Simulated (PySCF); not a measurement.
# The first ionisation energy along the third row

All values are computed (PySCF 2.14, energy differences of UHF-based or UKS calculations, no spin-orbit coupling). Values in eV. The last column holds reference values (NIST; (s) semi-empirical, (t) theoretical, else measured). Unmarked ones compare directly (S terms, centres of terms, or small fine structure); those marked * lie between the lowest fine-structure levels and include a spin-orbit shift.

| element | configurations | UHF | SCS-MP2 (valence) | CCSD (valence) | LDA | PBE | PBE0 | reference |
| --- | --- | --- | --- | --- | --- | --- | --- | --- |
| Mg (aug-cc-pVQZ, non-relativistic) | [Ne] 3s2 → [Ne] 3s1 | 6.606 | 7.404 | 7.529 | 7.722 | 7.614 | 7.542 | 7.646 |
| Al (aug-cc-pV(Q+d)Z, non-relativistic) | [Ne] 3s2 3p1 → [Ne] 3s2 | 5.608 | 5.840 | 5.932 | 6.030 | 6.077 | 6.097 | 5.977 |
| Si (aug-cc-pV(Q+d)Z, non-relativistic) | [Ne] 3s2 3p2 → [Ne] 3s2 3p1 | 7.637 | 7.989 | 8.091 | 8.232 | 8.198 | 8.219 | 8.157 |
| P (aug-cc-pV(Q+d)Z, non-relativistic) | [Ne] 3s2 3p3 → [Ne] 3s2 3p2 | 9.906 | 10.345 | 10.447 | 10.578 | 10.490 | 10.530 | 10.526 |
| S (aug-cc-pV(Q+d)Z, non-relativistic) | [Ne] 3s2 3p4 → [Ne] 3s2 3p3 | 9.239 | 10.202 | 10.212 | 10.566 | 10.431 | 10.406 | 10.336 |
| Ar (aug-cc-pV(Q+d)Z, non-relativistic) | [Ar] → [Ne] 3s2 3p5 | 14.549 | 15.760 | 15.676 | 15.992 | 15.705 | 15.715 | 15.819 |

Task: Fill in the row of Cl (aug-cc-pV(Q+d)Z, non-relativistic) ([Ne] 3s2 3p5 → [Ne] 3s2 3p4).

Result: UHF 11.766; SCS-MP2 (valence) 12.886; CCSD (valence) 12.838; LDA 13.203; PBE 12.973; PBE0 12.956; reference 12.974 (eV).

"Valence" correlates the outer s and p shells and, in groups 3 to 12 and the f block, the outer d or f shell, open or full, or the next shell where the ion has no valence electron left; the wider scheme adds the next inner shell.
